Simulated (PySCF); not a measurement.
H3P, SMILES P. Atoms are numbered in the order given.

```xyz
4

P      0.0000     0.0000     0.1290
H     -1.0308    -0.5951    -0.6451
H      0.0000     1.1902    -0.6451
H      1.0308    -0.5951    -0.6451
```
Charge 0, spin multiplicity 1.

The structure is a stationary point at PBE0-D3(BJ)/def2-TZVPD.

Level of theory: PBE0/pcJ-2 (PySCF).

Isotropic couplings with Fermi-contact, spin-dipole and both spin-orbit terms, one fixed conformer, no vibrational averaging. Isotopes: 1H, 31P.

Computed spin–spin coupling constants:
```
pair   bonds apart  J (Hz)
-----  -----------  ------
P1–H2            1   151.7
P1–H3            1   151.7
P1–H4            1   151.7
H2–H3            2   -14.3
H2–H4            2   -14.3
H3–H4            2   -14.3
```
